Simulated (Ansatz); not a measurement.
# PS2: the cost of one run

The runs use Ansatz 0.2.0, Gaussian basis; def2-TZVPP, core rule «outside noble gas», up to 15 orbitals frozen.

The runs, in order: UHF; ROHF; CCSD(T) on UHF.

2 further runs of the same task are left out: 2 set aside as unsound or not needed.

### Step 1. The geometry

The geometry is a PBE0/def2-TZVP stationary point (not a proven minimum).

3 atoms, charge 0, spin multiplicity 2.

Atoms are counted from 1 here; the program's logs count them from 0.

Bond lengths: S1–P2 1.911 Å, P2–S3 1.911 Å. Angles: S1–P2–S3 132.6°.

Geometry (Å):

| atom | x (Å) | y (Å) | z (Å) |
| --- | --- | --- | --- |
| S1 | 0.00000 | -0.25002 | 1.75040 |
| P2 | 0.00000 | 0.51766 | 0.00000 |
| S3 | 0.00000 | -0.25002 | -1.75040 |

### Step 2. UHF

The input, in.yaml:

```yaml
crystal:
  periodic: [false, false, false]
  atoms:
    - {symbol: S, position_ang: [0.000000, -0.250020, 1.750402]}
    - {symbol: P, position_ang: [0.000000, 0.517658, 0.000000]}
    - {symbol: S, position_ang: [0.000000, -0.250020, -1.750402]}
basis:
  gaussian: {orbitals: def2-TZVPP}
magnetization: {spin_polarized: true, initial_magnetization: 1}
hamiltonian: {xc: hf}
output: {orbitals: {seedname: orbitals}}
```

Run with:

```sh
$ ansatz run in.yaml --threads 1 --pin off --events-out ev --progress --plain --max-ram 3968MiB --backend cpu
```

Q: Estimate wall time and peak memory on 1 thread of AMD EPYC 7R13, shared host.

About 11 s, with a peak of 0.44 GiB.
